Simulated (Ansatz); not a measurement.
# HNOSi: the cost of one run

The runs use Ansatz 0.2.0, Gaussian basis; def2-QZVPP, core rule «outside noble gas», up to 7 orbitals frozen.

To be run: UHF; ROHF; CCSD(T) on UHF.

2 further runs of the same task are left out: 2 set aside as unsound or not needed.

## (1) What is computed

The geometry is a PBE0/def2-TZVP stationary point (not a proven minimum).

4 atoms, charge 0, spin multiplicity 3.

Atoms are counted from 1 here; the program's logs count them from 0.

Bond lengths: O1–N2 1.340 Å, O1–H4 0.970 Å, N2–Si3 1.779 Å. Angles: N2–O1–H4 105.4°, O1–N2–Si3 115.0°.

As a file:

```xyz
4

O     0.0000    0.3374    1.4692
N     0.0000   -0.5730    0.4857
Si    0.0000    0.0998   -1.1615
H     0.0000   -0.1738    2.2941
```

## (2) UHF

The input, in.yaml:

```yaml
crystal:
  periodic: [false, false, false]
  atoms:
    - {symbol: O, position_ang: [0.000000, 0.337434, 1.469190]}
    - {symbol: N, position_ang: [0.000000, -0.573001, 0.485749]}
    - {symbol: Si, position_ang: [0.000000, 0.099776, -1.161533]}
    - {symbol: H, position_ang: [0.000000, -0.173786, 2.294129]}
basis:
  gaussian: {orbitals: "def2-QZVPP.json"}
magnetization: {spin_polarized: true, initial_magnetization: 2}
hamiltonian: {xc: hf}
output: {orbitals: {seedname: orbitals}}
```

On the command line:

```bash
$ ansatz run in.yaml --threads 1 --pin off --events-out ev --progress --plain --max-ram 2393MiB
```

**Question.** How long does this run take on 1 thread of Arm Neoverse V2, shared host, and how much memory does it need?

About 43 s, with a peak of 0.5 GiB.
